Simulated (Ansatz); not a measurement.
**Si2NH7: from a rough start to a minimum**

Aim: relax Si2NH7 from a cheap starting geometry, then compute its harmonic vibrations to see whether it is a minimum and to get the zero-point energy and entropy, and look at its orbitals and charge.

Program: Ansatz 0.2.0, Gaussian basis. Level of theory: RKS PBE0-D4/def2-TZVP. These are calculated values, not measurements.

Plan: relaxation at PBE0-D4/def2-TZVP; harmonic vibrations at the same level; a single point in def2-TZVPP for the fields.

### Step 1. Starting geometry

10 atoms, charge 0, spin multiplicity 1.

Atoms are counted from 1 here; the program's logs count them from 0.

Bond lengths: Si1–N2 1.732 Å, Si1–H4 1.460 Å, Si1–H5 1.469 Å, Si1–H6 1.463 Å, N2–Si3 1.732 Å, N2–H7 1.008 Å, Si3–H8 1.460 Å, Si3–H9 1.463 Å, Si3–H10 1.469 Å. Angles: N2–Si1–H4 107.0°, N2–Si1–H5 112.0°, N2–Si1–H6 105.6°, H4–Si1–H5 109.8°, H4–Si1–H6 112.5°, H5–Si1–H6 109.9°, Si1–N2–Si3 129.3°, Si1–N2–H7 114.0°, Si3–N2–H7 114.0°, N2–Si3–H8 106.9°, N2–Si3–H9 105.6°, N2–Si3–H10 112.0°, H8–Si3–H9 112.5°, H8–Si3–H10 109.8°, H9–Si3–H10 109.9°.

The start is a GFN2-xTB geometry.

### Step 2. Relaxation at PBE0-D4/def2-TZVP

The input, in.yaml:

```yaml
crystal:
  periodic: [false, false, false]
  atoms:
    - {symbol: Si, position_ang: [-1.018470, 0.762010, -0.922350]}
    - {symbol: N, position_ang: [-0.127860, 0.326860, 0.497930]}
    - {symbol: Si, position_ang: [1.031340, -0.940590, 0.721710]}
    - {symbol: H, position_ang: [-1.562080, -0.473480, -1.479350]}
    - {symbol: H, position_ang: [-0.171790, 1.427660, -1.921070]}
    - {symbol: H, position_ang: [-2.064980, 1.676980, -0.465560]}
    - {symbol: H, position_ang: [-0.075340, 1.057760, 1.189460]}
    - {symbol: H, position_ang: [0.458640, -2.149380, 0.136050]}
    - {symbol: H, position_ang: [1.216600, -1.053430, 2.168570]}
    - {symbol: H, position_ang: [2.313940, -0.634390, 0.074620]}
basis:
  gaussian: {orbitals: def2-TZVP}
hamiltonian: {xc: pbe0, dispersion: d4}
relax: {f_tol: 0.005, max_steps: 150}
```

On the command line:

```
$ ansatz run in.yaml --threads 2 --pin off --events-out ev --progress --plain --max-ram 32768MiB --backend cpu
```

Further steps of the session: Force constants and modes; Orbitals, density and potential.

Q: Predict the results of all the runs planned. Wanted: point group; shift from the start; total energy; dispersion term; dipole moment; lowest, highest wavenumber; zero-point energy; HOMO, LUMO.

**Answer**, as computed:

| quantity | value |
| --- | --- |
| point group | Cs |
| steps | 16 |
| shift from the start (rms) | 0.342 Å |
| total energy | -17352.9676 eV |
| dispersion term | -163 meV |
| dipole moment | 0.95 D |
| lowest, highest wavenumber | 28, 3598 cm⁻¹ |
| zero-point energy | 173.4 kJ/mol |
| entropy at 298.15 K | 335.6 J/(mol K) |
| HOMO, LUMO | -7.52, -0.08 eV |

What this shows: The atoms moved 0.34 Å (rms) from the start; the bond that changed most is Si3–H9, from 1.463 to 1.488 Å. All wavenumbers are real, so the end point is a minimum. The stiffest mode, 3598 cm⁻¹, is an N–H stretch, and 2 modes under 200 cm⁻¹ make the vibrational entropy uncertain. Harmonic hybrid wavenumbers usually lie a few per cent above measured fundamentals. The largest Mulliken charge, -0.52 e, sits on N2. The HOMO lies mostly on N2 53 %; H5, H10 about 10 % each and the LUMO on H7 20 %; 6 H atoms about 9 % each.
